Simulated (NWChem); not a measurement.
# Atomisation of OS

```xyz
2

O      0.0000     0.0000     1.0089
S      0.0000     0.0000    -0.5044
```
Charge 0, spin multiplicity 3.

All runs are NWChem calculations. The geometry was optimised at UB3LYP/def2-SVP, a minimum by its harmonic frequencies.

Basis set: def2-TZVP. The atomisation energy is electronic alone: no zero-point, thermal, spin-orbit or counterpoise terms. No value is extrapolated to the basis-set limit. Free atoms are single determinants with multiplicities O 3, S 3. Correlated methods freeze the same cores in atoms and molecule, 6 orbitals in all.

```json
[
 {"method": "LC-wPBE (omega 0.3 per bohr)", "atomisation energy (kcal/mol)": "131.6"},
 {"method": "MP2", "atomisation energy (kcal/mol)": "126.8"},
 {"method": "BLYP", "atomisation energy (kcal/mol)": "134.4"},
 {"method": "PBE0", "atomisation energy (kcal/mol)": "125.5"},
 {"method": "M06-2X", "atomisation energy (kcal/mol)": "124.0"},
 {"method": "LDA (SVWN5)", "atomisation energy (kcal/mol)": "166.3"},
 {"method": "PBE", "atomisation energy (kcal/mol)": "140.5"},
 {"method": "HF", "atomisation energy (kcal/mol)": "52.2"},
 {"method": "CCSD(T)", "atomisation energy (kcal/mol)": "117.4"},
 {"method": "B3LYP", "atomisation energy (kcal/mol)": "125.5"}
]
```

The values span 114.1 kcal/mol, from HF (lowest) to LDA (SVWN5) (highest). 

B3LYP has NWChem's definition, with VWN1-RPA local correlation. The structure started from a generated list of species. The unpaired electrons of the parent sit in orbitals of symmetry b1 and b2 (C2v labels of the run); other states weren't searched. The stability of the SCF solutions was not checked. Open-shell Hartree-Fock references start from PBE0 orbitals. Coupled-cluster values serve here as a point of comparison, not as the truth.
